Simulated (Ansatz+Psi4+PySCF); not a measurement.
Values are calculated unless marked as measured or tabulated.
A run of Psi4 1.11 on doublet SH at this shape:

```xyz
2

S     0.0000    0.0000    0.0788
H     0.0000    0.0000   -1.2614
```

Its results:

```json
{"Converged": "yes", "Total energy": "-398.10618 hartree", "Spin squared of the determinant": "0.764", "Occupied orbitals by symmetry in an Abelian subgroup (alpha; beta)": "5 A1 2 B1 2 B2; 5 A1 1 B1 2 B2"}
```

Problem. Which input gives this output? Name the method, the orbitals and the basis set, and write the input.

Solution. UHF in cc-pVTZ on H; cc-pV(T+d)Z on S.

```
molecule {
0 2
S 0.000000 0.000000 0.078840
H 0.000000 0.000000 -1.261370
}

basis {
assign H cc-pVTZ
assign S cc-pV(T+d)Z
}
set reference uhf
set scf_type pk
energy('scf')
```
